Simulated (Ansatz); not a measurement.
Results of PBE-D3(BJ) (Ansatz, a quantum-chemistry and plane-wave program, PAW) for wurtzite MgTe.

Run with plane-wave cutoff 520 eV, 12×12×6 k mesh (along the axes of the cell as run), Fermi–Dirac smearing 0.01 eV, scalar-relativistic PAW data made under PBE.

Equation-of-state points:

| V (Å³/atom) | E − E_lowest (meV/atom) |
|---|---|
| 31.644 | 6.62 |
| 32.303 | 1.60 |
| 32.962 | 0.00 |
| 33.622 | 1.49 |
| 34.281 | 5.77 |

Task: Fit the third-order Birch–Murnaghan equation and give B0 and B′.

Result: V0 = 32.962 Å³/atom, B0 = 37.5 GPa, B′ = 4.2 (fit to the energies at full precision).

Shape and atoms are relaxed at each volume.

Note: the bulk modulus comes from volumes at which shape and atoms were relaxed.

Spin–orbit coupling is not included.

Cost on a shared machine: around 7 core-minutes (rough).
